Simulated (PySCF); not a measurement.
Geometry:
```tsv
atom	x (Å)	y (Å)	z (Å)
C1	-2.000	-0.673	0.822
C2	-1.383	0.048	-0.363
C3	0.089	0.378	-0.169
C4	0.664	1.154	-1.345
O5	0.764	-0.844	0.030
C6	2.013	-0.746	0.635
H7	-3.056	-0.921	0.638
H8	-1.957	-0.054	1.733
H9	-1.456	-1.606	1.025
H10	-1.924	0.986	-0.573
H11	-1.470	-0.574	-1.271
H12	0.191	0.994	0.752
H13	0.568	0.564	-2.269
H14	0.129	2.106	-1.481
H15	1.728	1.391	-1.199
H16	2.389	-1.766	0.793
H17	1.957	-0.237	1.618
H18	2.753	-0.202	0.016
```

Geometry: PBE0-D3(BJ)/def2-SVP; GIAO absolute shieldings from PySCF 2.14.0 with density-fitted response routines, gas phase, non-relativistic, averaged over equivalent atoms.

At PBE0/6-31G* (108 basis functions, 10 s wall time on 1 thread of an Arm Neoverse V1, shared host):
| atoms | σ (ppm) |
| --- | --- |
| C3 | 120.7 |
| C6 | 140.0 |
| C2 | 162.8 |
| C4 | 175.9 |
| C1 | 181.5 |
| O5 | 306.5 |
| H16/H17/H18 | 28.68 |
| H12 | 28.83 |
| H11 | 30.50 |
| H10 | 30.68 |
| H7/H8/H9 | 30.95 |
| H13/H14/H15 | 30.99 |

**Question.** Predict the values at KT2/pcSseg-1 on the same geometry.

**Answer.** 
```
      atoms  σ at KT2/pcSseg-1  change
         C3              102.0   -18.7
         C6              125.5   -14.5
         C2              148.3   -14.5
         C4              165.1   -10.8
         C1              170.3   -11.2
         O5              278.4   -28.1
H16/H17/H18              27.77   -0.91
        H12              28.40   -0.43
        H11              29.94   -0.56
        H10              29.97   -0.71
   H7/H8/H9              30.19   -0.76
H13/H14/H15              30.15   -0.84
```

The largest change is at O5 (ether oxygen). Cost: 162 basis functions, 26 s wall time on 1 thread of an x86-64 server CPU, shared host. The order of the carbon signals is the same at both levels.
